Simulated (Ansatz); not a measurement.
The same path of H6NPSi (9 atoms, charge 0, multiplicity 1) was run twice with different band settings. The coordinate that changes most is the dihedral H7–N2–P3–H9.

Computed with RKS PBE-D4/def2-TZVP (Ansatz 0.2.0).

Relaxed end points:

```xyz
9
Properties=species:S:1:pos:R:3
Si -0.454 0.666 -0.858
N 0.875 -0.086 -0.026
P 0.776 -1.088 1.369
H -1.423 -0.368 -1.339
H 0.101 1.429 -2.019
H -1.199 1.595 0.052
H 1.824 0.076 -0.345
H -0.293 -1.964 0.968
H -0.118 -0.306 2.182
```

```xyz
9
Properties=species:S:1:pos:R:3
Si -0.550 0.773 -1.029
N 0.497 -0.083 0.071
P -0.114 -1.186 1.239
H -1.510 -0.189 -1.647
H 0.331 1.385 -2.070
H -1.344 1.866 -0.379
H 1.470 0.207 0.129
H 0.398 -0.629 2.463
H 0.911 -2.191 1.206
```

Common settings: spring 5.0 eV/Å²; optimiser quadratic models (default); start path through a guess of the saddle point; force threshold 0.05 eV/Å; iteration limit 60; end points relaxed.

| run | movable images | climbing image |
| --- | --- | --- |
| 1 | 9 | yes |
| 2 | 8 | no |

(1) What does each run give, and how far can it be trusted?

Answers

(1) Run 1: converged after 13 iterations, highest image 0.268 eV above the first end. A vibrational analysis at the climbing image gives one clearly imaginary mode, 272i cm⁻¹: a first-order saddle point.
Run 2: converged after 13 iterations, highest image 0.268 eV above the first end. No image climbed, so the highest image needn't sit at the top of the path.
